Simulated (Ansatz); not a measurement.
Consider a ladder of basis sets of C2H5N, SMILES C=CN (Ansatz 0.2.0 through its Python package).

The script reads `c2h5n.xyz`:
```text
8

C    -0.91090    0.39210   -0.53900
C     0.14450    0.36840    0.18750
N     0.70910   -0.76650    0.63900
H    -1.42590   -0.44360   -0.85230
H    -1.35570    1.38900   -0.88210
H     0.66440    1.29890    0.48470
H     0.47450   -1.61260    0.17600
H     1.79210   -0.68280    0.73040
```

Script `basis_c2h5n.py`:
```python
'''Basis-set convergence for C2H5N.'''

import ansatz

geometry = ansatz.Crystal.molecule_from_extxyz('c2h5n.xyz')

calc = geometry.calculation().functional('b3lyp', dispersion='d4')

energies = {}
for basis in ['STO-3G', '6-31G', '6-31G*', 'def2-SVP', 'def2-SVPD', 'def2-TZVP', 'def2-TZVPP']:
    r = calc.basis(gaussian=basis).run(threads=1).report
    size = r['n_frozen'] + r['n_occupied'][0] + r['n_virtual'][0]
    energies[basis] = (r['reference_energy_ev'] / 27.211386246, r['free_energy_ev'] / 27.211386246)
    print(f'{basis:14s} {size:4d} orbitals  reference {energies[basis][0]:14.6f} Ha  total {energies[basis][1]:14.6f} Ha')

last = energies['def2-TZVPP'][1]
for basis, (_, total) in energies.items():
    print(f'{basis:14s} lies {27.211386 * (total - last):9.4f} eV above def2-TZVPP')
```

How far does the total energy move along this ladder of basis sets?

Against STO-3G: 6-31G -1672.8 mHa, 6-31G* -1707.2 mHa, def2-SVP -1615.5 mHa, def2-SVPD -1629.7 mHa, def2-TZVP -1773.5 mHa and def2-TZVPP -1776.5 mHa. The last step alone is -3.08 mHa (these two sets differ little on atoms other than hydrogen). From the first set to the last the time grows from 0.5 to 3.3 s.

The output:

```console
$ python basis_c2h5n.py
STO-3G           20 orbitals  reference    -132.218153 Ha  total    -132.223844 Ha
6-31G            37 orbitals  reference    -133.890975 Ha  total    -133.896666 Ha
6-31G*           55 orbitals  reference    -133.925362 Ha  total    -133.931053 Ha
def2-SVP         67 orbitals  reference    -133.833632 Ha  total    -133.839323 Ha
def2-SVPD       100 orbitals  reference    -133.847888 Ha  total    -133.853579 Ha
def2-TZVP       123 orbitals  reference    -133.991612 Ha  total    -133.997303 Ha
def2-TZVPP      163 orbitals  reference    -133.994692 Ha  total    -134.000383 Ha
STO-3G         lies   48.3421 eV above def2-TZVPP
6-31G          lies    2.8223 eV above def2-TZVPP
6-31G*         lies    1.8866 eV above def2-TZVPP
def2-SVP       lies    4.3827 eV above def2-TZVPP
def2-SVPD      lies    3.9947 eV above def2-TZVPP
def2-TZVP      lies    0.0838 eV above def2-TZVPP
def2-TZVPP     lies    0.0000 eV above def2-TZVPP
```

The drop along the ladder measures the basis error, and is no property of the molecule. The geometry is a force-field or estimated start, not a minimum of this method, and the last set is no limit. Much of the fall in a total is atomic energy, which cancels in bond and reaction energies. Total less reference energy is the dispersion correction. b3lyp holds the VWN-RPA fit, as in Gaussian; the form of ORCA and Turbomole is b3lyp5. Totals across families of basis sets mostly measure their core functions. Hardware and time: 13 s on 1 thread of Arm Neoverse V1 (shared host), peak memory 0.3 GiB.
